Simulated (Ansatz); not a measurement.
## Ansatz (development build ahead of 0.2.0) run

```yaml
crystal:
  periodic: [false, false, false]
  atoms:
    - { symbol: B, position_ang: [0.0, 0.0, 0.0] }
    - { symbol: Si, position_ang: [0.88937, 1.18583, 2.56739] }
basis:
  gaussian: { orbitals: "6-31G" }
total_charge: 1
magnetization:
  initial_magnetization: 2
hamiltonian:
  xc: hf
correlation:
  method: fci
  frozen_orbitals: { B: 1, Si: 5 }
```

The input is written out in the form of the current development build from the run's settings.

The run gave:

* Converged: yes
* Total energy: -313.19970 hartree
* State: lowest triplet root, of any spatial symmetry
